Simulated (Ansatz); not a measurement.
hcp Mg, treated with Hartree–Fock in Ansatz (PAW).

The input as run:

Ansatz 0.2 input:
```yaml
crystal:
  lattice:
    - [1.6424394535, -2.8447885819, 0.0]
    - [1.6424394535, 2.8447885819, 0.0]
    - [0.0, 0.0, 5.2796258076]
  atoms:
    - { symbol: Mg, position: [0.3333333333, 0.6666666667, 0.25] }
    - { symbol: Mg, position: [0.6666666667, 0.3333333333, 0.75] }
basis:
  ecutwfc: 460
  ecutrho_ratio: 4
  xc_grid: 2
kpoints:
  mp_grid: { grid: [12, 12, 6] }
hamiltonian:
  xc: hf
  dispersion: none
  pseudopotentials: { kind: paw }
scf:
  occupations: { method: fermi_dirac, width: 0.05 }
  convergence: { dr2_threshold: 0.0000000002 }
output:
  forces: true
  stress: true
  eigenvalues: true
```

Q: How many irreducible k-points, plane waves at Γ does the program set up, and what pressure does the run end with?

A: 76 irreducible k-points, 1099 plane waves at Γ; P = 0.19 GPa, so the cell is compressed on average and its volume would grow at this level.

From the output:

```
WARN output.stress: scf.exx.energy_threshold = 1e-6 eV is looser than the 2e-8 eV advised for a stress under a hybrid functional (1e-8 eV for each atom of the …
Crystal: 2 atoms, lattice volume = 49.337 Å³
Basis set: ecut = 460 eV, 1099 PW (Γ), exchange–correlation on 48×48×80 points (8 copies of the dense FFT grid, shifted against one another)
Bands: 14, of which v1, the nominal top of the filled ones, is band 10 counted from 1 (9 counted from 0)
Symmetry: 24 space group operations
Space group: P63/mmc (ITA 194), of the structure as read, at distance tolerance 3.7e-5 Å
k-points: 76 of 864
Functional: x = pbe(κ = 0.804, μ = 0.2195149727645171), c = none, warm-up for x = 0 pbe(κ = 0.804, μ = 0.2195149727645171) + 1 exact, c = none
SCF iter   1: F=—  HF=-3823.070453 eV  |F-HF|=—  |Δ(HF+E_count)|=         —  Δρ=4.89e-3  dr2=5.31e-3
SCF iter   2: F=—  HF=-3823.066785 eV  |F-HF|=—  |Δ(HF+E_count)|=   3.67e-3  Δρ=2.07e-3  dr2=1.84e-3
  ...
SCF 1 converged in 6 iterations: F = -3823.067020 eV  dr2 = 7.09e-11
Crystal: 2 atoms, lattice volume = 49.337 Å³
Initial density: handed on by an earlier stage of this run
Functional: x = 0 pbe(κ = 0.804, μ = 0.2195149727645171) + 1 exact, c = none
  ...
SCF 4 converged in 5 iterations: F = -3826.502033 eV  dr2 = 5.22e-11
Crystal: 2 atoms, lattice volume = 49.337 Å³
SCF 5 converged in 6 iterations: F = -3826.516917 eV  dr2 = 1.24e-11
Crystal: 2 atoms, lattice volume = 49.337 Å³
SCF 6 converged in 6 iterations: F = -3826.522249 eV  dr2 = 2.93e-12
Crystal: 2 atoms, lattice volume = 49.337 Å³
SCF 7 converged in 5 iterations: F = -3826.536124 eV  dr2 = 8.80e-11
Crystal: 2 atoms, lattice volume = 49.337 Å³
SCF 8 converged in 5 iterations: F = -3826.555745 eV  dr2 = 3.31e-11
Crystal: 2 atoms, lattice volume = 49.337 Å³
SCF 9 converged in 5 iterations: F = -3826.557956 eV  dr2 = 1.93e-11
Crystal: 2 atoms, lattice volume = 49.337 Å³
Crystal: 2 atoms, lattice volume = 49.337 Å³
SCF 11 converged in 10 iterations: F = -3826.559132 eV  dr2 = 1.99e-10
Crystal: 2 atoms, lattice volume = 49.337 Å³
SCF iter   1: F=—  HF=-3826.559132 eV  |F-HF|=—  |Δ(HF+E_count)|=         —  Δρ=4.34e-7  dr2=3.10e-10
SCF iter   2: F=-3826.559132 eV  HF=-3826.559132 eV  |F-HF|=6.91e-11  |Δ(HF+E_count)|=  6.75e-10  Δρ=3.68e-7  dr2=1.16e-10
SCF 12 converged in 2 iterations: F = -3826.559132 eV  dr2 = 1.16e-10
Free energy (F): -3826.559132 eV
Internal energy: -3826.558795 eV  (E = F + TS)
E sigma→0 (E₀):  -3826.558964 eV
Fermi energy:    6.572060 eV
--- Forces (eV/Å), atoms counted from 1 ---
  atom   1  Mg     0.00000000     0.00000000     0.00000000
  atom   2  Mg     0.00000000    -0.00000000     0.00000000
--- Stress (GPa, compression-positive) ---
        0.130775       0.000000       0.000000
        0.000000       0.130775       0.000000
        0.000000       0.000000       0.308815
  P = ⅓ Tr σ = 0.1901 GPa (1.901 kbar)
```

The PAW data were made under PBE.

Ansatz is an electronic-structure program.
